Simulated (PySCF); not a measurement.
Coordinates in bohr (charge 0 multiplicity 1):
```
S     0.0000    0.0000    0.2939
O     0.0000    0.0000    2.9963
F     2.4525    0.0000   -1.4072
F     0.0000    3.0226   -0.1014
F    -2.4525    0.0000   -1.4072
F     0.0000   -3.0226   -0.1014
```

These are results of PBE0/[S def2-SVP, O def2-SVP, F def2-SVP], no relativity, density fitting, PySCF, not measurements.

This geometry of SOF₄ is a stationary point at this level.

(1) What is the point group?

(2) Is it a minimum?

(3) What are the dipole moment and the gap between the highest occupied and lowest empty levels?

(4) Give the ideal-gas entropy at 298.15 K and 1 bar by parts.

## Answers

(1) C2v.

(2) Yes: all harmonic wavenumbers are real.

(3) 0.99 D and 8.58 eV.

(4) translation 169.0, rotation 105.1, vibration 32.1, spin 0.0; total 306.2 J/(mol K).

This need not be the most stable arrangement of these atoms.
